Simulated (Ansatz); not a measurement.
# Isomers

Structures of CHLiN, doublet, relaxed at PBE0-D4/def2-TZVP (vibrations not checked; lower isomers may exist, and structures with a doubtful reference or unclear bonds are left out). Computed with Ansatz 0.2.0 (basis: def2-TZVPP); correlated methods freeze the cores; orbitals are unrestricted. The outer core shell of Li, Na, Mg and K is correlated. B3LYP uses VWN-RPA correlation.

Rank them by CCSD(T) energy, lowest first, and give each one's height above the lowest. Links in brackets join atoms within 1.22 times the sum of their covalent radii (1.1 for two metals). (Judge from chemistry; the value comes from the calculation.)
A.
CHLiN ([Li]1[CH][N]1)
```
4
angstrom
Li 0.6550 -0.0169 2.2984
N -0.1082 0.0761 0.6104
C 1.0449 -0.2259 0.3758
H 1.5682 -0.4122 -0.5794
```
B.
CHLiN ([Li][N][CH])
```
4
angstrom
Li -2.0371 0.4470 -0.2877
N -0.3690 0.0964 0.0655
C 0.7621 -0.1264 0.4198
H 1.6441 -0.4170 -0.1976
```
C.
CHLiN ([C][N]1[H][Li]1)
```
4
angstrom
Li -2.0226 0.4495 -0.3308
N -0.3099 0.0829 0.1636
C 0.8805 -0.1180 0.2600
H -0.9439 -0.0265 1.1074
```
D.
a complex of CLiN + H
```
4
angstrom
Li -1.7175 0.6877 -0.1164
N -0.1081 0.0358 0.1705
C 0.9632 -0.3955 0.3625
H -3.9861 1.6155 -0.5140
```

The calculation gives: A (0.0 kJ/mol), B (31.5 kJ/mol), D (110.7 kJ/mol), C (147.3 kJ/mol). Heights count from the lowest.

Do PBE-D4, r2SCAN-D4, PBE0-D4, B3LYP-D4, wB97M-V, HF, MP2 give the same order? (Judge from chemistry; the calculation decides.)

The calculation gives: Lowest first: PBE-D4 A < B < C < D; r2SCAN-D4 A < B < C < D. The others agree with CCSD(T).

T1 diagnostic: at most 0.032. ⟨S²⟩ of the unrestricted Hartree–Fock references: 0.75 to 0.80 (a pure state has 0.75).

For scale, one of the runs: CCSD(T)/def2-TZVPP, 95 basis functions, launched by `ansatz run in.yaml --threads 2 --pin off --events-out ev --progress --plain --max-ram 4352MiB`. The run took 7 s on 2 CPU threads of an AMD EPYC 7B13 (shared host), with 0.61 GiB of host memory at its peak.
